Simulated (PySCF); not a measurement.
**Partners of formaldehyde**

Gas-phase complexes of formaldehyde, each in one structure from a short search with a few starts, optimised by PBE0-D3(BJ)/def2-SVPD or PBE0-D3(BJ)/def2-TZVPD; other ways of binding may lie lower. Energies in kcal/mol, wB97M-D3(BJ)/def2-TZVPD, counterpoise-corrected (PySCF): interaction is complex less parts frozen as they stand in it, binding adds what it costs to deform them. Contacts are written partner···formaldehyde; electrostatic, Pauli and orbital are terms of the uncorrected same energy, whose rest is dispersion or correlation.

2 other partners are left out, for which the search missed the form known or expected to bind best.

Frequency runs check only 1 of the 5 structures; these show no clear imaginary mode. 2 further partners within 0.25 kcal/mol of a listed one are not ranked.

Q: Order these partners of formaldehyde by binding energy, strongest first: phosphine, hydrogen sulfide, carbon dioxide, methanol, ethylene.

A: methanol (-5.1), carbon dioxide (-2.9), hydrogen sulfide (-2.0), phosphine (-1.4), ethylene (-0.8).
```json
{"partner": "methanol", "contact": "H···O", "distance (Å)": "1.95", "binding": "-5.1", "interaction": "-5.2", "electrostatic": "-8.6", "Pauli": "7.7", "orbital": "-3.2"}
{"partner": "carbon dioxide", "contact": "C···O", "distance (Å)": "2.83", "binding": "-2.9", "interaction": "-2.9", "electrostatic": "-4.4", "Pauli": "3.7", "orbital": "-1.1"}
{"partner": "hydrogen sulfide", "contact": "S···C", "distance (Å)": "3.32", "binding": "-2.0", "interaction": "-2.0", "electrostatic": "-3.3", "Pauli": "3.5", "orbital": "-1.2"}
{"partner": "phosphine", "contact": "P···C", "distance (Å)": "3.71", "binding": "-1.4", "interaction": "-1.4", "electrostatic": "-1.6", "Pauli": "1.3", "orbital": "-0.5"}
{"partner": "ethylene", "contact": "H···O", "distance (Å)": "2.62", "binding": "-0.8", "interaction": "-0.8", "electrostatic": "-0.8", "Pauli": "0.8", "orbital": "-0.3"}
```
